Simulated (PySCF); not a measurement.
Metal–ligand bonds in Zn(OH)1–Y. Isolated molecules, 0 K electronic values unless said otherwise. One relaxed conformer stands for each flexible species; it need not be the lowest. Multiplicities are imposed; where one is given, others were not computed. Strings in code marks are SMILES.

Computed with PBE-D3(BJ)/def2-TZVP // PBE-D3(BJ)/def2-SVP in PySCF. All candidates: neutral, multiplicity 2. 

```
Property                         Result
-----------------------------  --------
highest occupied spin orbital  -7.20 eV
dipole moment                    1.92 D
```

Problem. Identify which member has these values.
(A) `[SH]`
(B) `[CH3]`
(C) `C[O]`
(D) `[NH2]`

Solution. D, `[NH2]`. The others give `[SH]`: -6.12 eV, 0.87 D; `C[O]`: -5.97 eV, 2.10 D; `[CH3]`: -5.38 eV, 0.00 D
